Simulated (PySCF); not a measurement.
Computed with TPSS in PySCF with S def2-TZVP, O def2-TZVP; no relativity; density-fitted integrals.

```xyz
3
charge 0 multiplicity 1, angstrom
S     0.0000    0.0000   -0.3697
O     1.2523    0.0000    0.3695
O    -1.2523    0.0000    0.3695
```

SO₂ (singlet), along the line from S1 (at 0) through O2 (at 1.454 Å).

**Question.** Tabulate the fields along this line at -0.44, -0.36, -0.29, -0.22, -0.15, -0.07, 0.07, 0.15, 0.22, 0.29, 0.36, 0.44, 0.51, 0.58, 0.65, 0.73, 0.80, 0.87, 0.95, 1.02, 1.09, 1.16, 1.24, 1.31, 1.38, 1.53, 1.60, 1.67, 1.74, 1.82, 1.89, 1.96, 2.04, 2.11, 2.18, 2.25, 2.33 Å.

**Answer.** 
```csv
distance (Å),electron density (e/Å³),electron localisation function,electrostatic potential (V)
-0.44,2.81,0.107,104
-0.36,6.9,0.432,148
-0.29,19.4,0.801,221
-0.22,52.4,0.867,369
-0.15,117,0.688,741
-0.07,360,0.305,2080
0.07,360,0.307,2080
0.15,116,0.678,742
0.22,51.9,0.86,370
0.29,19.4,0.783,222
0.36,7.11,0.395,148
0.44,3.17,0.109,105
0.51,2.12,0.112,76.8
0.58,1.95,0.302,57.7
0.65,2.05,0.594,44.7
0.73,2.27,0.749,36.8
0.80,2.58,0.801,33.3
0.87,3.02,0.814,34.6
0.95,3.63,0.802,41.7
1.02,4.44,0.752,56.9
1.09,5.41,0.608,84.7
1.16,6.57,0.283,134
1.24,9.77,0.0936,226
1.31,34,0.512,426
1.38,244,0.997,1100
1.53,241,0.996,1100
1.60,33.6,0.452,423
1.67,10.3,0.114,221
1.74,7,0.395,128
1.82,5.39,0.732,77
1.89,3.99,0.842,47.3
1.96,2.84,0.876,29.4
2.04,1.98,0.882,18.3
2.11,1.36,0.877,11.3
2.18,0.92,0.863,6.83
2.25,0.622,0.842,4
2.33,0.423,0.812,2.18
```

On a grid of 0.07 Å the density has a local minimum along the bond near 0.58 Å from S, at 1.95 e/Å³, where the ELF is 0.30.
